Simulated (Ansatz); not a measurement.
Ansatz results at the PBE0-D4/def2-TZVP geometry: LUMO energy (PBE/def2-TZVPP) -0.24 eV; HOMO energy (ωB97M-V/def2-TZVPP) -8.80 eV; LUMO energy (PBE0/def2-TZVPP) 0.76 eV.

Each molecule was computed in one conformer, which needn't be the lowest.

(1) Which molecule gave them?
A. `C=C(C)CCC`
B. `C=CC(C)CC`
C. `C/C=C(/C)CC`
D. `C/C=C/C(C)C`

Answers

(1) C. The others give `C=CC(C)CC`: -0.65, -9.64, 0.40; `C=C(C)CCC`: -0.49, -9.25, 0.53; `C/C=C/C(C)C`: -0.34, -9.14, 0.68.
